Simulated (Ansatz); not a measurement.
`[AlH2][CH2][SiH3]` + H–F → `F[CH2][AlH2]` + SiH₄ at 500 K and 1 bar (substitution at a C–Si bond).

Computed with Ansatz on PBE0-D4/def2-TZVP structures; ΔE is electronic, products minus reactants. CCSD(T)/CBS adds triple-zeta CCSD(T) − MP2 to the extrapolated MP2 energy (def2 sets, frozen cores). This one scheme is used for every species.

```json
{"species": "`[AlH2][CH2][SiH3]`", "CCSD(T)/CBS energy (Eh)": "-573.34237", "H − E (kJ/mol)": "212.2", "S (J/(mol·K))": "391.2"}
{"species": "H–F", "CCSD(T)/CBS energy (Eh)": "-100.39570", "H − E (kJ/mol)": "39.4", "S (J/(mol·K))": "188.7"}
{"species": "`F[CH2][AlH2]`", "CCSD(T)/CBS energy (Eh)": "-382.22364", "H − E (kJ/mol)": "142.2", "S (J/(mol·K))": "336.3"}
{"species": "SiH₄", "CCSD(T)/CBS energy (Eh)": "-291.46306", "H − E (kJ/mol)": "102.4", "S (J/(mol·K))": "230.9"}
```

H − E and S are ideal-gas, rigid-rotor, harmonic terms from PBE0-D4/def2-TZVP. 1 Eh = 2625.50 kJ/mol, R = 8.31446 J/(mol·K).

**Question.** By hand: ΔE, ΔH, ΔS and ΔG.

**Answer.** ΔE = (-382.22364) + (-291.46306) − (-573.34237) − (-100.39570) = 0.05137 Eh = 134.9 kJ/mol. Δ(H − E) = 142.2 + 102.4 − 212.2 − 39.4 = -7.0, so ΔH = 127.9 kJ/mol. ΔS = 336.3 + 230.9 − 391.2 − 188.7 = -12.7 J/(mol·K). ΔG = 127.9 − 500 × (-12.7)/1000 = 134.2 kJ/mol.

**Question.** By hand: the equilibrium constant, and the temperature at which ΔG would vanish if ΔH and ΔS stayed fixed.

**Answer.** log₁₀ K = −ΔG/(RT ln 10) = -14.0. ΔH and −TΔS have one sign here, so there is no such temperature.

The number of gas molecules stays the same, so ΔS is small and ΔH decides. A doubt of 5 kJ/mol in ΔE shifts log₁₀ K by 0.5 here. These are equilibria of isolated gas molecules and say nothing of rates. Largest T1 diagnostic: 0.011 (customary marks: 0.02 for closed shells, 0.045 for open ones).
